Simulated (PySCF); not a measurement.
## Solvent effects on NMR parameters

Structure with atom numbers: `[OH:1][CH2:2][CH:3]1[CH2:4][CH2:5]1` (H(Xn): hydrogen on atom n). Ha(C4), Ha(C5) are cis to C2 on the ring; Hb(C4), Hb(C5) are trans to C2 on the ring.

GIAO PBE0/pcSseg-1 in PySCF 2.14.0 with density-fitted response routines on one PBE0-D3(BJ)/def2-SVP conformer, non-relativistic, equivalent nuclei averaged. Solvents enter as an IEF-PCM continuum (chloroform with ε = 4.7, tetrahydrofuran with ε = 7.4, dichloromethane with ε = 8.9) around the gas-phase geometry. Shifts are referred to TMS computed in the same medium.

Gas phase, δ in ppm: C2 70.9, C3 15.8, C4/C5 3.5, H(C2) 3.28, H(C3) 0.94, Hb(C4)/Hb(C5) 0.45, H(O1) 0.03, Ha(C4)/Ha(C5) -0.01. Dipole moment 1.72 D.

**Question.** How does each δ change in the continuum?

**Answer.** 
```
        atoms                               environment  Δδ, chloroform  Δδ, tetrahydrofuran  Δδ, dichloromethane
           C2                       sp3 CH2 bonded to O            +0.4                 +0.4                 +0.4
           C3                three-membered-ring carbon            +0.4                 +0.4                 +0.4
        C4/C5                three-membered-ring carbon            +0.1                 +0.2                 +0.2
        H(C2)        hydrogen on an sp3 CH2 bonded to O           +0.04                +0.05                +0.05
        H(C3)  hydrogen on a three-membered-ring carbon           +0.03                +0.02                +0.02
Hb(C4)/Hb(C5)  hydrogen on a three-membered-ring carbon           +0.04                +0.04                +0.04
        H(O1)             hydrogen on an alcohol oxygen           +0.58                +0.67                +0.70
Ha(C4)/Ha(C5)  hydrogen on a three-membered-ring carbon           +0.11                +0.13                +0.13
```

Changes are relative to the gas phase. The dipole moment becomes 1.98 D in chloroform, 2.02 D in tetrahydrofuran, 2.04 D in dichloromethane.

**Question.** Which of the listed nuclei move most (in ppm), and what does the model miss? (N and O are left out, as their reference compounds move with the solvent too.)

**Answer.** H(O1) (hydrogen on an alcohol oxygen, +0.70 ppm) in dichloromethane. A continuum only polarises the solute; specific hydrogen bonds, the anisotropy of aromatic solvents and changes of geometry or conformer are outside it.
